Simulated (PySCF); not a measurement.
# Bonding in 3-butynenitrile

Species: 3-butynenitrile, C4H3N.
Numbering: `[CH:1]#[C:2][CH2:3][C:4]#[N:5]` (hydrogens: H6 on C1; H7, H8 on C3)

Structure used (PBE0-D3(BJ)/def2-SVP), in Å, numbered top down from 1:
```
atom  x, y, z in Å
C1     1.9659   -0.3459   -0.2633
C2     0.7802   -0.3181   -0.0325
C3    -0.6518   -0.2946    0.2500
C4    -1.3001    0.9646   -0.1190
N5    -1.8277    1.9527   -0.4040
H6     3.0207   -0.3724   -0.4680
H7    -0.8292   -0.4719    1.3249
H8    -1.1581   -1.1145   -0.2881
```

Bond orders from the PBE0/pcSseg-1 density (PySCF). Geometry: PBE0-D3(BJ)/def2-SVP; no solvent, vibrations or thermal averaging.

(1) How far do the computed orders between heavy atoms stray from the drawn ones?

(2) Give the Mayer order of every bond between heavy atoms, beside its length.

## Answers

(1) The largest departure is 0.404, at C1–C2 (drawn triple, 2.596). Drawn double or triple, more than 0.30 short of the drawn order: C1–C2 (2.596).

(2) 
| bond | drawn as | length (Å) | Mayer order |
| --- | --- | --- | --- |
| C1–C2 | triple | 1.208 | 2.596 |
| C2–C3 | single | 1.460 | 1.044 |
| C3–C4 | single | 1.464 | 1.011 |
| C4–N5 | triple | 1.156 | 3.049 |

By pair of heavy elements: C–C: lowest C3–C4 (1.011, 1.464 Å), highest C1–C2 (2.596, 1.208 Å).

And the bonds to hydrogen?

C–H: 0.90 to 1.12 (3 bonds).

Sum the orders of all bonds at each heavy atom with more than one neighbour and set the sums beside the valence in the SMILES.

C1 3.715 (drawn 4), C2 3.640 (drawn 4), C3 3.853 (drawn 4), C4 4.060 (drawn 4). Orders between atoms that aren't bonded are not in these sums.

For a closed shell the Mayer order of atoms A and B is Σ (PS)μν (PS)νμ over the basis functions μ on A and ν on B, with P the density and S the overlap matrix.

These values come from a run that also computed NMR shieldings. The run took 5.1 s on one thread of an x86-64 server, on a shared host.
